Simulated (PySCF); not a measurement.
Gas-phase reaction: H3SiPH2 → PH + SiH3 + H

Method: PySCF energies (xtb for GFN2) plus ideal-gas RRHO corrections (1 bar). † marks an energy on the PBE0/def2-TZVP geometry and frequencies; other levels use their own. CCSD(T) freezes the core. Open shells (unrestricted): PH (multiplicity 3), SiH3 (multiplicity 2), H (multiplicity 2); the rest are closed-shell singlets. GFN2 has no spin-polarisation term. CCSD(T) isn't extrapolated to the basis-set limit; its ΔH°(298 K) is 558.6 kJ in def2-SVP and 599.0 kJ in def2-TZVPP. The harmonic model lacks anharmonicity and excited electronic states, which grow with temperature; levels with a mode under 35 cm⁻¹ are left out. Internal rotation in H3SiPH2 is treated as a harmonic vibration of one conformer, which makes the entropy rough.

| level | ΔE electronic, kJ | ΔH°(298 K), kJ | ΔS°(298 K), J/K | ΔG°(600 K), kJ |
|---|---|---|---|---|
| CCSD(T)/def2-SVP† | 588 | 559 | 248 | 408 |
| CCSD(T)/def2-TZVPP† | 629 | 599 | 248 | 449 |
| GFN2-xTB | 736 | 709 | 246 | 560 |
| HF/def2-TZVP† | 443 | 413 | 248 | 263 |
| PBE/def2-TZVP† | 635 | 605 | 248 | 455 |
| ωB97X-V/def2-TZVP† | 662 | 632 | 248 | 482 |
ΔH° is lowest at HF/def2-TZVP† and highest at GFN2-xTB. No reference value is set beside these.
